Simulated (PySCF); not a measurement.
OF₂: calculation against measurement

Isolated OF₂, optimised in PySCF with density fitting and no spin–orbit coupling; def2 sets carry scalar-relativistic core potentials from Rb on. It is a singlet of C2v symmetry: PBE0/def2-TZVP O–F 1.381 Å (×2), F–O–F 103.9°.

Counting electrons, oxygen keeps 4 of its valence electrons outside its bonds, so the VSEPR class is AX2E2 and the expected shape is bent (C2v), as computed.

Measured fundamentals (Shimanouchi, Tables of Molecular Vibrational Frequencies (1972), as compiled in the NIST Chemistry WebBook) beside computed harmonic wavenumbers, in cm⁻¹:

```csv
mode as compiled,computed symmetry,measured,rating (A best; medium not stated),PBE0/def2-TZVP
a1 sym str,a1,928,B,1067
a1 bend,a1,461,B,508
b1 anti str,b2,831,B,949
```

Question: How close does the calculation come?

Answer: Mean absolute differences: PBE0/def2-TZVP 13.1 %. The mean ratio of measured to computed values at PBE0/def2-TZVP is 0.884. Harmonic values should lie a little above fundamentals. The compilation assumed C2 symmetry, so its labels differ from the computed ones. Differences this large suggest that the computed state or structure is not the one observed, or that an assignment is in doubt.

Question: The measured dipole moment is 0.297 D (NIST CCCBDB Release 22 (SRD 101), experimental dipoles). What do the calculations give?

Answer: PBE0/def2-TZVP 0.27 D. The measured value is a vibrational average, and the basis lacks diffuse functions.

Question: The tabulated gas-phase entropy at 298.15 K and 1 bar is 247.46 J/(mol K) (Chase, 1998, NIST Chemistry WebBook). What do rigid-rotor harmonic-oscillator sums give?

Answer: PBE0/def2-TZVP 245.9 J/(mol K).

Question: ΔfH°(298 K) is 24.52 kJ/mol (Chase, 1998, NIST Chemistry WebBook), and for the gaseous atoms O 249.2, F 79.3 kJ/mol (tabulated in the package mendeleev). Compare the atomisation enthalpy with the calculations.

Answer: From the tables it is 249.2 + 2 × 79.3 − (24.5) = 383 kJ/mol. To a computed De one adds −ZPE (-15.1), the atoms' spin–orbit lowering from NIST levels (-4.2) and the thermal terms (9.1), all taken at PBE0/def2-TZVP.
```json
{"level": "PBE0/def2-TZVP", "De (kJ/mol)": "385", "ΔatH°(298 K)": "374", "computed − tabulated": "-9"}
{"level": "HF/def2-TZVP at the PBE0 geometry", "De (kJ/mol)": "-160", "ΔatH°(298 K)": "-170", "computed − tabulated": "-553"}
{"level": "MP2/def2-TZVP at the PBE0 geometry", "De (kJ/mol)": "396", "ΔatH°(298 K)": "386", "computed − tabulated": "3"}
{"level": "CCSD(T)/def2-TZVP at the PBE0 geometry", "De (kJ/mol)": "351", "ΔatH°(298 K)": "340", "computed − tabulated": "-43"}
```
Triple-zeta wave-function results underbind; they need larger basis sets to converge.

Question: The evaluated ionisation energy is 13.11 ± 0.01 eV (NIST Chemistry WebBook). What vertical values are computed in def2-TZVP at the PBE0 geometry?

Answer: PBE0 13.09, HF 12.51, MP2 14.78, PBE 12.49, CCSD(T) 13.06, r2SCAN 12.75, B3LYP 13.17, TPSSh 12.81, r2SCANh 12.96, M06-2X 13.57 eV. Vertical values lie above an adiabatic one by the relaxation of the ion.
